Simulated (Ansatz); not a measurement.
Results of r²SCAN (Ansatz, an electronic-structure program, PAW) for fluorite CeO₂.

Numerical settings: plane-wave cutoff 560 eV, 12×12×12 k mesh, Fermi–Dirac smearing 0.01 eV, no spin polarisation, scalar-relativistic PAW data made under PBE.

Computed at the level's own relaxed cell.

Estimate the smallest direct gap on the k points sampled, volume per atom, lattice parameter a, band gap and Γ–Γ gap that the calculation returns.


- smallest direct gap on the k points sampled = 2.31 eV
- volume per atom = 13.39 Å³/atom
- lattice parameter a = 5.437 Å
- band gap = 2.20 eV
- Γ–Γ gap = 3.20 eV

Measured, for comparison: band gap 3 eV (temperature not stated, not corrected to a static lattice, O 2p to Ce 4f, our sources range from 3.00 to 3.20; as tabulated in Tran et al. (2019), arXiv:1908.01820); equilibrium volume per atom 13.06 Å³/atom, lattice constant a 5.391 Å (0 K, extrapolated to 0 K; as tabulated in Stimac et al. (2024), arXiv:2411.06536). Computed (rounded) less measured: equilibrium volume per atom +2.5 %, lattice constant a +0.9 %.

Spin–orbit coupling is not included.

Static lattice: no zero-point or thermal effects.
